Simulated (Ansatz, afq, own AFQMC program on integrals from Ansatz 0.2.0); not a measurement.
AFQMC on a folder of integrals that Ansatz 0.2.0 wrote.

```yaml
crystal:
  periodic: [false, false, false]
  atoms:
    - {symbol: B, position_ang: [0.000000, 0.000000, 0.000000]}
    - {symbol: H, position_ang: [0.000000, 0.000000, 1.262771]}
basis:
  gaussian: {orbitals: aug-cc-pVDZ}
total_charge: -1
magnetization: {spin_polarized: true, initial_magnetization: 1}
correlation: {method: ccsd_t, electrons: outside_noble_gas, hamiltonian_folder: ham}
```

```sh
$ ansatz run in.yaml --threads 1 --pin off --events-out ev --progress --plain --max-ram 15360MiB --backend cuda --devices 0, --max-vram 18GiB
```

Options of the walk:

```
--method phaseless --trial hf --walkers 4000 --populations 20 --least-time 40 --time-step 0.005 --steps-per-block 20 --equilibration-blocks 112 --max-blocks 4000 --target-error 0.0007 --factor-cut 1e-05 --start spin_pure --seed 9827 --taylor-order 6
```

Times are imaginary, in 1/Eh. The walk had a cap of 49 s. With eight or more populations the least sampling time is a fifth of least-time, and the error comes from their spread.

Log:

```
orbitals 31  electrons 3 2  factors 219 of 315
reference energy -25.11403713 Eh
CCSD correlation -0.09954685 Eh in 20 cycles, weight of the determinant in the CISD state 0.7957
energy of the start -25.117844 Eh
 block  time / (1/Eh)  mean weight  energy / Eh
     1     0.100  1.0001  -25.131930
     2     0.200  1.0006  -25.143640
     3     0.300  1.0004  -25.152891
     4     0.400  1.0005  -25.161388
     5     0.500  1.0004  -25.167873
    10     1.000  1.0004  -25.189975
    25     2.500  1.0001  -25.210966
    29     2.900  1.0000  -25.212796
    49     4.900  0.9998  -25.214713
    57     5.700  1.0001  -25.217786
    69     6.900  0.9997  -25.214116
    89     8.900  0.9999  -25.213468
   109    10.900  1.0000  -25.216875
   129    12.900  0.9999  -25.211713
   149    14.900  0.9999  -25.214978
   169    16.900  0.9999  -25.214373
   189    18.900  1.0000  -25.212876
error from the spread of 20 populations
energy -25.214240 +/- 0.000678 Eh
(rows thinned)
```

The run passed its tests (sampling time, drift between the halves within three errors, error under three times the target), which doesn't prove that it has relaxed.

Against this walk (error 18.5 meV) on the same determinant: CCSD(T) 73.8 meV lower, CCSDT(Q) 113.7 meV lower, CCSDTQ 114.1 meV lower, full CI 114.3 meV lower, a separate phaseless walk with a CISD trial and standard settings 93.5 ± 18.7 meV lower. The error is statistical and leaves out the bias of the constraint. The determinant has ⟨S²⟩ = 1.10, so the low cluster orders mix in higher spin, while the walk starts as a pure doublet. Full CI is exact here, so the walk's 114 meV above it is the walk's own error: the bias of the constraint with this trial. The determinant is a poor start (see the cautions), so the low cluster orders aren't to be relied on, and full CI is the sure value.

Cautions: constraint bias not in the error; strong correlation (T1 0.110, weight of the determinant 0.80, largest double 0.08); unrestricted determinant spin contaminated (⟨S²⟩ 1.10 against 0.75).

The walk took 41 s on 1 × NVIDIA H100 80GB HBM3 with 2 threads of AMD EPYC 7R13 Processor (Zen 3), on a shared host (the card was shared). The log's last line is the phaseless energy.

CCSDT and higher add their correlation energy to the determinant of the CCSD(T) run, since their own runs factorise the integrals more tightly (a shift of under 2 meV).
